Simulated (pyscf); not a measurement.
Thermochemistry of product channels of :N–F [triplet] + silanol (HO–SiH₃) on the triplet surface, in kcal/mol, from ωB97M-D3(BJ)/def2-TZVP energies (ideal gas, 1 atm, RRHO with modes under 100 cm⁻¹ raised to 100, one conformer, R ln 2 for rigid chiral ones). Structures and frequencies: ωB97X-D3(BJ)/def2-SVP in PySCF.

```json
[
 {"products": "NH [triplet] + HO–SiH₂–F", "ΔE": "___", "ΔH(298 K)": "-66.3", "ΔG(298 K)": "-65.8", "ΔG(1200 K)": "-65.1"},
 {"products": "F–NH–SiH₃ + O atom (O) [triplet]", "ΔE": "+66.6", "ΔH(298 K)": "+67.4", "ΔG(298 K)": "+69.3", "ΔG(1200 K)": "+74.3"},
 {"products": "F–N•–SiH₃ + hydroxyl (OH•)", "ΔE": "+60.9", "ΔH(298 K)": "+59.4", "ΔG(298 K)": "+59.6", "ΔG(1200 K)": "+59.2"},
 {"products": "H₂N–F + HO–SiH: [triplet]", "ΔE": "___", "ΔH(298 K)": "+26.7", "ΔG(298 K)": "+25.3", "ΔG(1200 K)": "+22.4"},
 {"products": "F–NH–SiH₂• + hydroxyl (OH•)", "ΔE": "+59.2", "ΔH(298 K)": "+59.7", "ΔG(298 K)": "+59.6", "ΔG(1200 K)": "+58.4"},
 {"products": "HO–SiH₂–N•–F + H atom (H•)", "ΔE": "___", "ΔH(298 K)": "+24.8", "ΔG(298 K)": "+27.5", "ΔG(1200 K)": "+32.2"},
 {"products": "•HN–F + HO–SiH₂•", "ΔE": "+18.1", "ΔH(298 K)": "+18.9", "ΔG(298 K)": "+17.2", "ΔG(1200 K)": "+12.5"},
 {"products": "•HN–F + •O–SiH₃", "ΔE": "+43.0", "ΔH(298 K)": "+41.9", "ΔG(298 K)": "+40.8", "ΔG(1200 K)": "+38.0"},
 {"products": "HO–SiH=N–F + H atom (H•) + H atom (H•)", "ΔE": "+92.3", "ΔH(298 K)": "+85.8", "ΔG(298 K)": "+81.5", "ΔG(1200 K)": "+63.6"}
]
```

Problem. What belongs in the gaps?

Solution. 
- NH [triplet] + HO–SiH₂–F, ΔE: -66.7
- H₂N–F + HO–SiH: [triplet], ΔE: +22.7
- HO–SiH₂–N•–F + H atom (H•), ΔE: +27.4

These are energies of the channels, which say nothing of barriers. F–NH–SiH₃ lies 107.8 kcal/mol over its isomer H₂N–SiH₂–F, and others may lie lower still (electronic energy, ωB97M-D3(BJ)). F–N•–SiH₃ lies 106.3 kcal/mol over its isomer H₂N–SiH•–F, and others may lie lower still (electronic energy, ωB97M-D3(BJ)). HO–SiH: [triplet] is an excited spin state, 40.6 kcal/mol over the singlet at ωB97X-D3(BJ). Left out: orbital degeneracy and the spin-orbit lowering of F, OH, O. The orbital near-degeneracy of the XH₃O or XH₃S radical is left out.
